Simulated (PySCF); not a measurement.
Bond curve of CF

Set-up: basis C def2-SVPD, F def2-SVPD; no relativity; PySCF 2.14. Energies in eV from C + F in their ground configurations at the same level. State: ²Π (doublet), unpaired electrons π ↑.

All columns are UHF. A positive dipole means C(−)F(+).

```tsv
R (Å)	E (eV)	μ (D)	Mulliken charge on C (basis-dependent)	HOMO (eV)	LUMO (eV)	Mayer bond order	⟨S²⟩
1.094	-2.428	1.57	0.12	-9.24	2.98	1.25	0.76
1.145	-3.061	1.26	0.19	-9.81	2.65	1.12	0.76
1.196	-3.390	0.94	0.26	-10.33	2.31	1.01	0.76
1.234	-3.490	0.70	0.30	-10.69	2.07	0.94	0.76
1.272	-3.499	0.45	0.34	-11.03	1.83	0.88	0.76
1.310	-3.437	0.20	0.38	-11.35	1.60	0.82	0.76
1.361	-3.274	-0.14	0.42	-11.74	1.31	0.76	0.76
1.425	-2.983	-0.57	0.47	-12.19	0.96	0.71	0.76
1.501	-2.560	-1.09	0.51	-12.69	0.58	0.66	0.76
1.603	-1.938	-1.79	0.55	-13.27	0.12	0.62	0.76
```

A fit through these points gives, at Re = 1.257 Å, μ = 0.55 D and dμ/dR = -6.46 D/Å; the reduced mass is 7.355 u.

Task: How strong is the fundamental in the double-harmonic approximation, I = 42.26·(dμ/dR)²/μred km/mol?

Result: I = 42.26·(-6.46)²/7.355 = 240 km/mol at UHF.

Hartree–Fock leaves out correlation, which carries a large part of most bond energies and some tenths to 1 eV of ionisation energies. The state was picked by a PBE0 search and need not be the measured ground state.
